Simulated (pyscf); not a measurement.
# Multi-bond step: SiH₄ (SMILES [SiH4]) + H₂O (SMILES O) + HF (SMILES F) -> HO–SiH₃ (SMILES O[SiH3]) + H₂ (SMILES [H][H]) + HF (SMILES F)

Gas phase, singlet surface, charge 0. Bonds broken: Si1–H2, H6–O7, H9–F10. Bonds formed: Si1–O7, H2–H9, H6–F10. PySCF, gas phase, ωB97X-D3(BJ)/def2-SVP geometries.

Transition state (Å):

```xyz
10

Si    -1.3798    -0.7157    -0.1109
H     -1.2096     0.4718     1.1741
H     -1.2001    -1.5808    -1.3497
H     -2.7575    -0.1866    -0.3168
H     -1.1987    -1.7118     0.9806
H      0.1171     1.2696    -0.3251
O      0.0636     0.2640    -0.7297
H      0.2843     0.1417    -1.6630
H     -0.8086     1.3873     0.9622
F     -0.2047     2.2226     0.4768
```

One imaginary mode, 1118i cm⁻¹; descent along it reached the two sides named, in the forms told below.

```tsv
bond	change	reactant side (Å)	saddle	product side
Si1–H2	breaks	1.498	1.758	3.4
H6–O7	breaks	0.969	1.085	1.700
H9–F10	breaks	0.932	1.139	2.258
Si1–O7	forms	2.9	1.851	1.693
H2–H9	forms	1.699	1.022	0.761
H6–F10	forms	1.924	1.286	0.941
```

Electronic energies relative to the separated reactants (eV):

| level | barrier | reaction energy | reverse barrier |
|---|---|---|---|
| ωB97X-D3(BJ)/def2-TZVP | 0.89 | -0.68 | 1.57 |
| PBE/def2-TZVP | 0.55 | -0.61 | 1.16 |
| r²SCAN/def2-TZVP | 0.59 | -0.72 | 1.31 |
| B3LYP-D3(BJ)/def2-TZVP | 0.80 | -0.69 | 1.49 |
| PBE0-D3(BJ)/def2-TZVP | 0.71 | -0.61 | 1.32 |
| M06-2X/def2-TZVP | 0.84 | -0.79 | 1.63 |
| ωB97M-D3(BJ)/def2-TZVP | 0.88 | -0.67 | 1.55 |
| HF/def2-TZVP | 1.99 | -0.64 | 2.62 |

With ωB97M-D3(BJ)/def2-TZVP energies and thermal terms (ideal gas, 1 atm, RRHO with modes under 100 cm⁻¹ raised to 100, one conformer, R ln 2 for chiral ones without a mode under 150 cm⁻¹), in eV:

```
T (K)   ΔH‡   ΔG‡     ΔH     ΔG
-----  ----  ----  -----  -----
298    0.87  1.69  -0.77  -0.76
600    0.86  2.53  -0.73  -0.75
900    0.90  3.35  -0.69  -0.77
1200   0.97  4.16  -0.66  -0.80
```

On the reactant side the descent ends in a complex, 0.34 eV under the separated species and 1.23 eV under the saddle at ωB97X-D3(BJ)/def2-TZVP. On the product side the descent ends in a bound adduct (not fully relaxed), 0.41 eV under the separated species and 1.98 eV under the saddle at ωB97X-D3(BJ)/def2-TZVP. One saddle was located; it need not be the lowest between these sides.
